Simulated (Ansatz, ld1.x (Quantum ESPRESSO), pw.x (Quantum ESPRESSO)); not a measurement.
What a changed setting does to a pw.x run (fcc Cl)

Potential: norm-conserving Troullier–Martins (Kleinman–Bylander form), ld1.x (Quantum ESPRESSO) 7.5, PBEsol; core [Ne], reference 3s2 3p5; waves: 3s (bound): rc 1.08 bohr; 3p (bound): rc 1.55 bohr; 3d channel at 0.4 Ry: rc 1.30 bohr; local part: the d channel; core correction: none.

The reference run (k-mesh 13³, cutoffs 170/680 Ry, Fermi–Dirac 0.01 Ry, mixing_beta 0.4, conv_thr 1e-9, no spin) gives -0.39 GPa at 19.300 Å³/atom, where all-electron LAPW gives -0.05 GPa. This run, with its own iteration cap, changes degauss to 0.02.

```
&control
  calculation='scf', prefix='x', pseudo_dir='./', outdir='./tmp', tstress=.true., disk_io='none'
/
&system
  ibrav=0, nat=1, ntyp=1, ecutwfc=170, ecutrho=680, nbnd=11,
  occupations='smearing', smearing='fd', degauss=0.02
/
&electrons
  conv_thr=1e-09, mixing_beta=0.4, electron_maxstep=50
/
ATOMIC_SPECIES
Cl 1.0 Cl.UPF
CELL_PARAMETERS angstrom
  0.00000000 2.12900054 2.12900054
  2.12900054 0.00000000 2.12900054
  2.12900054 2.12900054 0.00000000
ATOMIC_POSITIONS crystal
Cl 0.0000 0.0000 0.0000
K_POINTS automatic
13 13 13 0 0 0
```

```bash
pw.x < Cl.scf.in > Cl.scf.out
```

How does the run end?

It converges in 6 iterations; the free energy moves by -127.6 meV/atom and the pressure by +1.48 GPa. In a metal, with Fermi–Dirac smearing, F lies below its zero-width value by a term in the square of the width.

```
Message from routine setup:
     using ibrav=0 with symmetry is DISCOURAGED, use correct ibrav instead
     lattice parameter (alat)  =       5.6897  a.u.
     unit-cell volume          =     130.2429 (a.u.)^3
     number of electrons       =         7.00
     number of Kohn-Sham states=           11
     kinetic-energy cutoff     =     170.0000  Ry
     charge density cutoff     =     680.0000  Ry
     scf convergence threshold =      1.0E-09
     Exchange-correlation= PBESOL
     number of k points=    84  Fermi-Dirac smearing, width (Ry)=  0.0200
     iteration #  1     ecut=   170.00 Ry     beta= 0.40
     total energy              =     -29.89739017 Ry
     estimated scf accuracy    <       0.00028742 Ry
     iteration #  2     ecut=   170.00 Ry     beta= 0.40
     total energy              =     -29.89741256 Ry
     estimated scf accuracy    <       0.00005330 Ry
     iteration #  3     ecut=   170.00 Ry     beta= 0.40
     total energy              =     -29.89742444 Ry
     estimated scf accuracy    <       0.00000335 Ry
     iteration #  4     ecut=   170.00 Ry     beta= 0.40
     total energy              =     -29.89742564 Ry
     estimated scf accuracy    <       0.00000005 Ry
     iteration #  5     ecut=   170.00 Ry     beta= 0.40
     total energy              =     -29.89742571 Ry
     estimated scf accuracy    <       0.00000003 Ry
     iteration #  6     ecut=   170.00 Ry     beta= 0.40
     the Fermi energy is     4.4314 ev
!    total energy              =     -29.89742574 Ry
     estimated scf accuracy    <          5.3E-10 Ry
     smearing contrib. (-TS)   =      -0.02335337 Ry
     The total energy is F=E-TS. E is the sum of the following terms:
     one-electron contribution =       0.57432982 Ry
     hartree contribution      =       3.09268834 Ry
     xc contribution           =      -5.62094221 Ry
     ewald contribution        =     -27.92014832 Ry
     convergence has been achieved in   6 iterations
          total   stress  (Ry/bohr**3)                   (kbar)     P=       10.95
     Message from routine punch:
     Nothing written, as per user request (disk_io='none')
```

The run took about 45 s on one core of a shared host (Neoverse-V2, 32 threads, 247 GiB, load 17).
